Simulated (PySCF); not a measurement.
Reaction (SMILES): N#N (N2) + 3 [H][H] (H2) → 2 N (NH3)
B3LYP-D3(BJ)/def2-TZVP geometries, fixed; electronic energies without zero-point terms.

Effect of the auxiliary basis of density fitting at PBE0/def2-TZVP with PySCF, against the last row, where the energy of full hydrogenation is -47.21 kcal/mol.

```json
[
 {"setting": "density fitting: autoaux", "fitting functions, largest species": "266", "largest shift of a total energy (mEh)": "-0.004", "shift of the energy of full hydrogenation (kcal/mol)": "0.004"},
 {"setting": "density fitting: def2-universal-jkfit", "fitting functions, largest species": "131", "largest shift of a total energy (mEh)": "-0.035", "shift of the energy of full hydrogenation (kcal/mol)": "-0.009"},
 {"setting": "density fitting: cc-pvtz-jkfit", "fitting functions, largest species": "169", "largest shift of a total energy (mEh)": "0.030", "shift of the energy of full hydrogenation (kcal/mol)": "-0.024"},
 {"setting": "density fitting: cc-pvqz-jkfit", "fitting functions, largest species": "259", "largest shift of a total energy (mEh)": "-0.002", "shift of the energy of full hydrogenation (kcal/mol)": "-0.001"},
 {"setting": "density fitting: none", "fitting functions, largest species": "-", "largest shift of a total energy (mEh)": "0.000", "shift of the energy of full hydrogenation (kcal/mol)": "0.000"}
]
```

Within 0.02 kcal/mol in the energy of full hydrogenation: density fitting: autoaux; density fitting: def2-universal-jkfit; density fitting: cc-pvqz-jkfit. The largest shift is 0.035 mEh in a total energy and 0.024 kcal/mol in the difference.
